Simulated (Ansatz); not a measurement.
Correlation energies of C2H6FN (`CC(N)F`) by basis set

```xyz
10

C     0.588    0.203   -0.966
C    -0.378   -0.365    0.039
N    -0.574    0.498    1.135
F     0.127   -1.624    0.442
H     1.549    0.410   -0.486
H     0.195    1.133   -1.380
H     0.755   -0.508   -1.775
H    -1.347   -0.588   -0.416
H     0.298    0.731    1.591
H    -1.214    0.111    1.815
```

Charge 0, multiplicity 1. All single points use the PBE0-D4/def2-TZVP geometry. It is one conformer, not always the lowest. Frozen core, restricted reference, Ansatz. CBS rows extrapolate triple and quadruple zeta; past MP2 they add the triple-zeta difference.

```json
{"basis": "def2-SVP", "HF (Eh)": "-232.94457", "MP2 corr.": "-0.64096", "CCSD corr.": "-0.68073", "(T)": "-0.01625", "CCSD(T) total": "-233.64155"}
{"basis": "def2-TZVPP", "HF (Eh)": "-233.22280", "MP2 corr.": "-0.81424", "CCSD corr.": "-0.84392", "(T)": "-0.02960", "CCSD(T) total": "-234.09632"}
{"basis": "def2-QZVPP", "HF (Eh)": "-233.23363", "MP2 corr.": "-0.87652", "CCSD corr.": "–", "(T)": "–", "CCSD(T) total": "–"}
{"basis": "CBS(def2)", "HF (Eh)": "-233.23513", "MP2 corr.": "-0.92266", "CCSD corr.": "-0.95233", "(T)": "as TZ", "CCSD(T) total": "-234.21706"}
```
